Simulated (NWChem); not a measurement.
**Correlation energy of F (+1)**

```
F
```
Charge +1, spin multiplicity 3.

Everything below was run with NWChem.

Basis set: 6-311G**. Each correlation energy counts from its own Hartree-Fock reference.

| method | correlation energy (mHa) |
|---|---|
| SCS-UMP2 | -109.6 |
| CCSD(T) on UHF | -126.6 |
| UMP2 | -112.2 |
| CCSD on UHF | -125.7 |
| CCSD(T) on ROHF | -132.3 |
| CCSD[T] on ROHF | -132.3 |
| CCSD[T] on UHF | -126.6 |
| CCSD on ROHF | -131.3 |
| CCSDT on ROHF | -132.3 |

The values span 22.7 mHa, from CCSDT on ROHF (lowest) to SCS-UMP2 (highest). 

The correlated methods keep 1 core orbital frozen. The Pople sets run with spherical d functions. The stability of the SCF solutions was not checked. Open-shell Hartree-Fock references start from PBE0 orbitals. No row is a measurement; the coupled-cluster row has its own basis-set and correlation limits.
